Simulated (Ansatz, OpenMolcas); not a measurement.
**A ladder of methods for SiH2Cl2 (dichlorosilane (DCS))**

SiH2Cl2 has 5 atoms, charge 0, and is taken as a singlet. As SMILES, `Cl[SiH2]Cl`. The shape is that of a PBE0-D4/def2-TZVP optimisation.

Each level gives the vertical energy of the triplet above the singlet (eV). The values are calculated.

| level | kind | program | value (eV) | less CCSD(T)/6-311+G** | CPU time (all runs) |
| --- | --- | --- | --- | --- | --- |
| SVWN5/6-311+G** | LDA | Ansatz | 6.43 | -1.31 | 38 s |
| PBE/6-311+G** | GGA | Ansatz | 6.49 | -1.25 | 55 s |
| revPBE/6-311+G** | GGA | OpenMolcas | 6.53 | -1.21 | 93 s |
| TPSS/6-311+G** | meta-GGA | OpenMolcas | 6.77 | -0.97 | 4.8 min |
| r2SCAN0/6-311+G** | hybrid meta-GGA | Ansatz | 7.30 | -0.44 | 3.4 min |
| HSE06/6-311+G** | range-separated hybrid | Ansatz | 7.07 | -0.67 | 1.8 min |
| PBE-QIDH/6-311+G** | double hybrid | Ansatz | 7.82 | +0.08 | 52 s |
| CCSD(T)/6-311+G** | coupled cluster or CI | Ansatz | 7.74 | 0.00 | 2.6 min |

Differences are taken from CCSD(T)/6-311+G** for orientation; it has basis-set and higher-order errors of its own. Its T1 diagnostic reaches 0.047, a sign that one reference may not serve. The values span 6.43 to 7.82 eV. CPU times are rough (shared hosts, several kinds of processor): they show what a rung costs within a factor of a few.
